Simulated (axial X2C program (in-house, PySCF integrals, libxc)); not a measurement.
**FBF: properties at the nuclei**

Calculated with an in-house all-electron X2C program for linear molecules (integrals from PySCF): two-component X2C with atomic mean-field Coulomb and Gaunt terms, Gaussian nuclei, basis F dyall-av3z, B dyall-v3z with contracted cores.

F–B–F held linear, with bonds 1.309 and 1.309 Å (near the PBE0 minimum at charge 0 of the determinant lowest at the starting distance; the state shown can have its own minimum elsewhere, held linear; other orders of the atoms were not compared).

Determinant lowest in the PBE0 search, Ω = 1/2 (⟨Sz⟩ = 0.50, ⟨Lz⟩ = 0.00 at PBE0), spin on the atoms F -0.21, B 0.91, F -0.21:

```
level  A∥/gI F (MHz)  qzz F (a.u.)  A∥/gI B (MHz)  qzz B (a.u.)
 PBE0            541          0.81            381         -0.36
   HF            556          1.00            338         -0.41
B3LYP            548          0.82            388         -0.36
```

Determinant 0.82 eV from it at PBE0 and this distance, Ω = 3/2 (⟨Sz⟩ = 0.50, ⟨Lz⟩ = 1.00 at PBE0), spin on the atoms F -0.03, B 0.57, F -0.03:

| level | A∥/gI F (MHz) | qzz F (a.u.) | A∥/gI B (MHz) | qzz B (a.u.) |
| --- | --- | --- | --- | --- |
| PBE0 | 65.2 | 1.88 | 47.5 | -0.08 |
| HF | 59.4 | 2.05 | 58.5 | -0.12 |
| B3LYP | 64.9 | 1.86 | 45.7 | -0.07 |

A∥ (defined per Ω) follows by multiplying with gI = μI/(I μN); qzz is the electric field gradient, eQq0 = 234.96 MHz × Q/barn × qzz. The operators were transformed with the bare-nucleus X2C matrices; with these basis sets, hyperfine constants and field gradients can be off by tens of per cent, and where levels differ in sign neither size nor sign is settled.

Task: With gI(19F) = 5.2577, gI(11B) = 1.7924, Q(11B) = 0.04059 barn (g factors from the IAEA table of nuclear moments by Stone; Q from Pyykkö, Mol. Phys. 2018), turn the PBE0 values of the first state into constants in MHz.

Result: A∥(19F) = 541 × 5.2577 = 2840 MHz; A∥(11B) = 381 × 1.7924 = 683 MHz; eQq0(11B) = 234.96 × (0.04059) × (-0.36) = -3.43 MHz.

The molecule was held linear; bending was not examined, so a bent shape may lie lower.

Each state is one determinant with collinear spin. Unrestricted Hartree–Fock can overshoot spin polarisation at the nuclei. The search compared states at one distance, so a state with another bond length can lie lower. PBE0 term energies can be off by some tenths of an eV.
